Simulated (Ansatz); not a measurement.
Relaxation of BClH₃Si (6 atoms, charge 0, multiplicity 2), to a largest force component of 0.015 eV/Å in at most 40 steps.

The calculation used UKS PBE0/def2-SVP (Ansatz).

```xyz
6
Properties=species:S:1:pos:R:3:forces:R:3
Si -0.650 0.442 -0.454 -0.67 0.29 -0.48
B 0.769 -0.298 0.548 0.65 0.36 0.49
Cl 1.855 0.796 1.393 0.10 0.12 0.08
H -1.667 -0.270 -1.231 -0.23 -0.53 -0.20
H -0.960 1.867 -0.612 0.15 0.53 0.13
H 1.004 -1.444 0.666 0.01 -0.77 -0.03
```

Where does it end, and by what steps?

The run converged. After 6 steps the energy has fallen by 0.086 eV; H4 moved furthest, 0.10 Å.

| step | energy less start (eV) | largest force component (eV/Å) | accepted |
| --- | --- | --- | --- |
| 0 | 0.0000 | 0.770 | yes |
| 1 | -0.0777 | 0.353 | yes |
| 2 | -0.0853 | 0.061 | yes |
| 3 | -0.0859 | 0.040 | yes |
| 4 | -0.0863 | 0.026 | yes |
| 5 | -0.0863 | 0.025 | no |
| 6 | -0.0863 | 0.002 | yes |

```xyz
6
Properties=species:S:1:pos:R:3
Si -0.682 0.476 -0.476
B 0.785 -0.266 0.561
Cl 1.899 0.783 1.425
H -1.651 -0.374 -1.223
H -0.959 1.933 -0.609
H 0.959 -1.458 0.632
```

Time of the run: 46 s on 1 thread of Intel(R) Xeon(R) Processor @ 2.50GHz (Skylake/Cascade Lake) (shared host), peak memory 0.17 GiB.
